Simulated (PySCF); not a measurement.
Gas-phase reaction: 2 SiH + 4 Cl ⇌ 2 SiCl2 + H2

Method: PySCF energies (xtb for GFN2) plus ideal-gas RRHO corrections (1 bar). 'Table' is the NASA 1993 thermochemical table (part measured, part estimated). † marks an energy on the PBE0/def2-TZVP geometry and frequencies; other levels use their own. MP2 and CCSD(T) freeze the core. 6-31G* has spherical d functions here. Open shells (unrestricted): SiH (multiplicity 2, electronic degeneracy 4), Cl (multiplicity 2, electronic degeneracy 6); the rest are closed-shell singlets. GFN2 has no spin-polarisation term. Spin-orbit splitting is ignored; it lowers the true energy and changes the entropy of SiH, Cl. B3LYP is the form with VWN-RPA correlation. MP2 isn't extrapolated to the basis-set limit; its ΔH°(298 K) is -1442.8 kJ in def2-SVP and -1595.4 kJ in def2-TZVPP. CCSD(T) isn't extrapolated to the basis-set limit; its ΔH°(298 K) is -1378.5 kJ in def2-SVP and -1495.5 kJ in def2-TZVPP. The harmonic model lacks anharmonicity and excited electronic states, which grow with temperature; levels with a mode under 35 cm⁻¹ are left out. The table's entry may be an old estimate for SiH, SiCl2 (not checked at source).

| level | ΔH°(298 K), kJ | minus table | ΔG°(1800 K), kJ |
|---|---|---|---|
| table | -1575.8 | - | -899.8 |
| B3LYP/6-31G* | -1447.9 | 127.9 | -766.8 |
| B3LYP/def2-TZVP† | -1500.3 | 75.5 | -815.3 |
| CCSD(T)/def2-SVP† | -1378.5 | 197.3 | -693.4 |
| GFN2-xTB | -1507.7 | 68.1 | -833.9 |
| MP2/def2-TZVPP† | -1595.4 | -19.6 | -910.3 |
| r2SCAN/def2-TZVP† | -1580.9 | -5.1 | -895.9 |
| LDA/def2-TZVP† | -1812.3 | -236.5 | -1127.2 |
| ωB97X-V/def2-TZVP† | -1557.0 | 18.8 | -872.0 |
